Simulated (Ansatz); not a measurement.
**Worked example: vertical ionisation energy of CH2BCl (SMILES B[C]Cl)**

The species is CH2BCl (5 atoms), meant as a triplet with charge 0. SMILES: `B[C]Cl`. Geometry: relaxed at GFN2-xTB.

Both states at this one shape; open shells run unrestricted unless said. 1 Eh = 27.2114 eV.

| level | program | triplet CH2BCl (Eh) | doublet CH2BCl+ (Eh) |
| --- | --- | --- | --- |
| U-r2SCAN/STO-3G | Ansatz | -518.366349 | -518.066189 |
| U-wB97M-V/STO-3G | Ansatz | -518.436844 | -518.140635 |
| RPA@PBE/STO-3G, 7 core orbitals frozen | Ansatz | -517.549386 | -517.294846 |

Work out the vertical ionisation energy at each level.


1. U-r2SCAN/STO-3G: -518.066189 − (-518.366349) = 0.300160 Eh = 8.17 eV.
2. U-wB97M-V/STO-3G: -518.140635 − (-518.436844) = 0.296209 Eh = 8.06 eV.
3. RPA@PBE/STO-3G: -517.294846 − (-517.549386) = 0.254540 Eh = 6.93 eV.

No measured value is set beside it here; the levels span 6.93 to 8.17 eV. Minimal sets are far from the basis-set limit.
